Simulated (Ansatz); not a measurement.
A calculation on Sb2O3 (Pccn, No. 56) returned cohesive energy 4.13 eV/atom, band gap 2.66 eV.

Q: Which level of theory produced these numbers?
A) HSE06 (Ansatz (a first-principles code))
B) PBEsol (Ansatz)
C) r²SCAN (Ansatz)
D) r²SCAN+rVV10 (Ansatz)

A: C, r²SCAN (Ansatz)

The others give: HSE06 3.90 eV/atom, 3.25 eV; PBEsol 4.61 eV/atom, 1.98 eV; r²SCAN+rVV10 4.28 eV/atom, 2.30 eV.

Unless a cell is named, each level is at its own relaxed cell (HSE06 17.86, PBEsol 16.43, r²SCAN 17.11, r²SCAN+rVV10 16.29 Å³/atom).

Spin–orbit coupling is included only where a level's name says +SOC; with heavier elements it mostly lowers gaps and can invert bands. Density-functional gaps are differences of (generalised) Kohn–Sham levels.

Caveats: the relaxation could not lower the start's symmetry, so the cell can be a saddle point above a distorted one (HSE06, PBEsol, r²SCAN+rVV10, r²SCAN). Ansatz's density-functional and Hartree–Fock values are scalar-relativistic unless marked +SOC, with PAW data made under PBE.
